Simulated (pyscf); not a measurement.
Single points on ωB97X-D3(BJ)/def2-SVP structures (PySCF, gas phase). Correlated levels are frozen-core, on RHF or UHF. ΔMP2 is the change of the MP2 total energy from the triple- to the quadruple-zeta basis.

### Question
For HS–CH₂–SH (SMILES SCS) -> H₂C=S (SMILES C=S) + H₂S (SMILES S), an elimination (singlet surface; C–S, H–S broken, H–S formed), PBE/def2-TZVP gives ΔE‡ = 1.83 eV and ΔE = +1.04 eV (zero: the reactant's lowest minimum found). In which direction and how far do PBE0-D3(BJ)/def2-TZVP, ωB97M-D3(BJ)/def2-TZVP, CCSD(T)/def2-TZVPP + ΔMP2(QZVPP) move these?

### Answer
PBE0-D3(BJ): ΔE‡ = 2.04 eV, ΔE = +1.22 eV; ωB97M-D3(BJ): ΔE‡ = 2.19 eV, ΔE = +1.03 eV; CCSD(T): ΔE‡ = 2.14 eV, ΔE = +0.95 eV. PBE's barrier lies under all of them, by 0.22 to 0.36 eV. Its reaction energy lies among theirs. HS–CH₂–SH lies 0.27 eV over its isomer H₃C–S–SH, and others may lie lower still (electronic energy, ωB97M-D3(BJ)). One saddle was located; it need not be the lowest between these sides. The CCSD(T) − MP2 part came from Ansatz, without density fitting, on the same reference.
